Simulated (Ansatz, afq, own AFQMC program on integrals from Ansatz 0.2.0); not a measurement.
Two steps: Ansatz 0.2.0 writes the Fock matrix and Cholesky factors of the valence space, and afq projects on them the lowest state that overlaps trial and start.

```yaml
crystal:
  periodic: [false, false, false]
  atoms:
    - {symbol: B, position_ang: [0.000000, -0.179775, 0.786527]}
    - {symbol: N, position_ang: [0.000000, 0.067403, -0.564987]}
    - {symbol: H, position_ang: [0.000000, 0.657847, 1.639246]}
    - {symbol: H, position_ang: [0.000000, 0.995722, -0.965199]}
    - {symbol: H, position_ang: [0.000000, -0.661987, -1.258945]}
basis:
  gaussian: {orbitals: cc-pVDZ}
magnetization: {spin_polarized: true, initial_magnetization: 1}
correlation: {method: ccsd_t, electrons: outside_noble_gas, hamiltonian_folder: ham}
```

```sh
$ ansatz run in.yaml --threads 1 --pin off --events-out ev --progress --plain --max-ram 1382MiB
```

afq runs on the folder ham with

```
--method phaseless --trial hf --walkers 120 --populations 1 --least-time 40 --time-step 0.005 --steps-per-block 20 --equilibration-blocks 112 --max-blocks 600 --target-error 0.0012000 --factor-cut 1e-05 --start spin_pure --seed 6962 --taylor-order 6
```

Times are imaginary, in 1/Eh. The walk had a cap of 1706 s.

Log:

```
orbitals 41  electrons 6 5  factors 329 of 396
reference energy -80.85969704 Eh
CCSD correlation -0.26261120 Eh in 11 cycles, weight of the determinant in the CISD state 0.9026
energy of the start -80.859842 Eh
 block  time / (1/Eh)  mean weight  energy / Eh
     1     0.100  1.0010  -80.924248
     2     0.200  1.0005  -80.969839
     3     0.300  1.0027  -81.006444
     4     0.400  1.0014  -81.033207
     5     0.500  1.0004  -81.053153
     8     0.800  1.0000  -81.070217
    18     1.800  1.0006  -81.114053
    69     6.900  1.0011  -81.122750
   120    12.000  0.9989  -81.144788
   171    17.100  1.0001  -81.113387
   222    22.200  1.0022  -81.124722
   239    23.900  1.0002  -81.192015
   273    27.300  1.0011  -81.116148
   307    30.700  0.9987  -81.087521
   324    32.400  0.9977  -81.119357
   375    37.500  0.9989  -81.136899
   426    42.600  1.0014  -81.129834
   477    47.700  1.0006  -81.121137
   528    52.800  1.0008  -81.115621
   579    57.900  0.9993  -81.133543
   630    63.000  1.0009  -81.143933
   681    68.100  1.0007  -81.124377
   698    69.800  1.0010  -81.120838
blocks merged  error / Eh  count
     1  0.000778  600
     2  0.001002  300
     4  0.001295  150
     8  0.001564  75
    16  0.001716  37
    32  0.002029  18
    64  0.002292  9
energy -81.131969 +/- 0.002029 Eh
(rows thinned)
```

The run passed its tests (sampling time, drift between the halves within three errors, error under three times the target), which doesn't prove that it has relaxed. The second half of the sampling lies below the first by 1.7 errors of their difference, so the energy may still be moving and its error bar be too small.

Against this walk (error 55.2 meV) on the same determinant: CCSD(T) 77.2 meV higher (within the noise), a separate phaseless walk with a CISD trial and standard settings 51.8 ± 57.1 meV higher (within the noise). The error is statistical and leaves out the bias of the constraint. None of these is a sure reference here.

Cautions: constraint bias not in the error; error above the target (55.2 against 32.7 meV).

The walk took 2.7 min on 1 thread of AMD EPYC 9R45 96-Core Processor (Zen 5) (shared host). The log's last line is the phaseless energy.

A walk keeps the symmetry of its determinant, which the program's search chose and which needn't be the lowest solution, so a lower state of the same spin and another symmetry isn't excluded.
